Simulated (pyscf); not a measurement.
`[F][SiH2]` [doublet] + `[OH2]` → `[OH][SiH][F]` [doublet] + `[H][H]`, a four-centre exchange (doublet surface; H–Si, H–O broken, O–Si, H–H formed). Structures and frequencies: ωB97X-D3(BJ)/def2-SVP in PySCF. Energies in kJ/mol from the separated reactants.

Small-basis levels: PySCF, no dispersion term, spherical d functions. AM1 to PM7: differences of heats of formation from MOPAC, which are fitted to 298 K values and so differ in kind from electronic energies by zero-point and thermal terms. Open shells are spin-unrestricted. 

| level | barrier | reaction energy |
|---|---|---|
| HF/6-31G* | 196.9 | -76.2 |
| SVWN5/6-31G* | ___ | -110.1 |
| B3LYP/STO-3G | 86.1 | -99.0 |
| B3LYP/LANL2DZ | 126.4 | -66.7 |
| M06-2X/6-31G* | 99.2 | -103.4 |
| PBE/def2-SVP | 53.9 | -87.1 |
| B3LYP/def2-SVP | ___ | -85.2 |
| PM6 | 34.6 | -213.3 |
| PM7 | 75.1 | -205.9 |
| ωB97M-D3(BJ)/def2-TZVP | ___ | -90.3 |

**Question.** What belongs in the gaps?

**Answer.** 
- SVWN5/6-31G*, barrier: 15.3
- B3LYP/def2-SVP, barrier: 85.8
- ωB97M-D3(BJ)/def2-TZVP, barrier: 96.2

Against the last row the barrier runs from -80.8 (SVWN5/6-31G*) to +100.7 kJ/mol (HF/6-31G*). ωB97M-D3(BJ)/def2-TZVP has limits of its own. The same reactants have a lower exit, to HO–SiH₂–F + H• (barrier +72.1 kJ/mol at ωB97M-D3(BJ)/def2-TZVP, against +96.2 kJ/mol here). One saddle was located; it need not be the lowest between these sides.
